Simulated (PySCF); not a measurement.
Species: P₂H₄.
SMILES with atom numbers: `[PH2:1][PH2:2]` (hydrogens: H3, H4 on P1; H5, H6 on P2)

The same species was optimised twice, with GFN2-xTB and with PBE0-D3(BJ)/def2-SVP (PySCF), and the same property calculations (PySCF, gas phase) were run on both structures.

```tsv
coordinate	GFN2-xTB	PBE0-D3(BJ)/def2-SVP	change
P1–P2 (Å)	2.154	2.245	+0.091
P1–H4 (Å)	1.395	1.430	+0.035
P1–H3 (Å)	1.395	1.430	+0.035
P2–H6 (Å)	1.396	1.430	+0.034
P2–H5 (Å)	1.396	1.430	+0.034
P2–P1–H4 (°)	93.9	93.5	-0.4
P2–P1–H3 (°)	93.9	93.5	-0.4
P1–P2–H5 (°)	93.9	93.5	-0.4
P1–P2–H6 (°)	93.8	93.5	-0.3
H3–P1–H4 (°)	92.0	92.1	+0.1
H5–P2–H6 (°)	92.0	92.1	+0.1
```

Rotational constants: A = 67080, B = 6230, C = 6185 MHz (GFN2-xTB) against A = 63764, B = 5751, C = 5711 MHz (PBE0-D3(BJ)/def2-SVP). Point groups within 0.08 Å: C2h and C2h.

On the GFN2-xTB structure: HOMO (eV) -6.82 [PBE0/pcSseg-1]; LUMO (eV) 0.25 [PBE0/pcSseg-1]; GIAO shielding of P1/P2 (mean) (ppm) 559.2 [PBE0/pcSseg-1].

**Question.** What do these properties become on the PBE0-D3(BJ)/def2-SVP structure?

**Answer.** 
```
                                    property          level  on GFN2-xTB  on PBE0-D3(BJ)/def2-SVP  change
                                   HOMO (eV)  PBE0/pcSseg-1        -6.82                    -6.95   -0.13
                                   LUMO (eV)  PBE0/pcSseg-1         0.25                    -0.19   -0.44
energy, GFN2-xTB geometry as zero (kcal/mol)  PBE0/pcSseg-1          0.0                     -2.3    -2.3
        GIAO shielding of P1/P2 (mean) (ppm)  PBE0/pcSseg-1        559.2                    532.3   -26.9
```

The heavy atoms differ by 0.045 Å rms after alignment. Among all bonds P1–P2 changes most (+0.091 Å). Changes are differences of the printed values. Neither structure is proved a minimum here.

The values belong to the conformer `[PH2:1][PH2:2]`: H–P1–P2–H 180°, H–P1–P2–H 87°.
